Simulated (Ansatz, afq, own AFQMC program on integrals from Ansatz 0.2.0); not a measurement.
# Where AFQMC and coupled cluster stand for ZrCl, quartet

```xyz
2

Zr    0.0000    0.0000    0.0000
Cl    0.0000    0.0000    2.3446
```

Basis def2-SVP with its core potentials. Noble-gas cores (and the filled d shells of Ga–Kr and In–Xe) are frozen. Integrals, coupled cluster, full CI and functionals: Ansatz 0.2.0; the random walks run on the same integrals in our own AFQMC program. ph-AFQMC/CISD is guided by a CISD state made of CCSD amplitudes; releasing the constraint for a short imaginary time cuts its bias at the price of noise, slowly where states lie close. Free projection: walkers drawn from exp(T), propagated without any constraint. Its projection time is finite, and what remains of the start isn't in its error. Uncertainties: one standard error, sampling alone. No spin–orbit coupling. The metal's outer-core s and p shells are frozen, which shifts wave-function levels against functionals.

Determinant: UHF, the one that the program's search chose, which needn't be the lowest solution. The geometry is a point of a scan.

No full CI on the walks' own integrals is used here. The released AFQMC energy serves as the reference, which it does only where one determinant dominates, the energy is flat over the last release times and near the phaseless one (40 meV or 2 meV an electron, half that with transition metals). On small molecules, where full CI could be run and the noise was under 10 meV, such values lay within 10 meV of it in 19 cases of 20, a flattering rate, since the rule was set on those same cases; what remains of the bias isn't in the error bar.

Cautions: no spin-orbit coupling; outer-core shells of the metal frozen; lower spins were not checked; higher spins were not checked; the released value is read at 3.00 1/Eh with a noise of 20 meV, more than in the cases checked, later times being too noisy (meV from the phaseless value at times in 1/Eh: -2 ± 12 at 0.60, 5 ± 12 at 1.20, 8 ± 13 at 2.00, 11 ± 20 at 3.00, -33 ± 24 at 4.20); released reference can be 30 meV off for metals.

```
T1 diagnostic                               : 0.0268
weight of the determinant in the CISD state : 0.907
⟨S²⟩ of the determinant                     : 3.757
size of the correlated space                : 11 electrons in 40 orbitals
```

Reference: AFQMC with the constraint released, correlation energy -5.060 ± 0.020 eV.

| level | E − E(reference) (kcal/mol) | share of correlation (%) |
| --- | --- | --- |
| HF | 116.70 ± 0.45 | 0.00 |
| MP2 | 13.65 ± 0.45 | 88.30 |
| CCSD | 3.06 ± 0.45 | 97.38 |
| CCSD(T) | 0.21 ± 0.45 | 99.82 |
| ph-AFQMC/HF | 0.72 ± 1.08 | 99.38 |
| ph-AFQMC/CISD | -0.25 ± 0.51 | 100.21 |
| free AFQMC | -0.05 ± 0.51 | 100.04 |

Free projections are given only where their last times agree within the noise and don't stop above the reference; a slow remainder of the start can still hide under it. Released energies are given only where the last usable release times agree within the noise; a slower fall can still hide under it.
